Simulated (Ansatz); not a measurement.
A calculation with Ansatz (development build ahead of 0.2.0).

```yaml
crystal:
  periodic: [false, false, false]
  atoms:
    - { symbol: H, position_ang: [0.0, 0.0, 0.65] }
    - { symbol: F, position_ang: [0.0, 0.0, -0.65] }
basis:
  gaussian: { orbitals: "6-31G" }
total_charge: 1
magnetization:
  spin_polarized: true
  initial_magnetization: 1
hamiltonian:
  xc: hf
correlation:
  method: ccsd_t
  frozen_orbitals: { F: 1, H: 0 }
```

The input is written out in the form of the current development build from the run's settings.

Output:

```yaml
Converged: yes
Reference_energy: -99.44496 hartree
CCSD_correlation_energy: -0.09930 hartree
Triples_correction: -0.00105 hartree
Total_energy: -99.54531 hartree
Spin_squared_of_the_determinant: 0.759
```
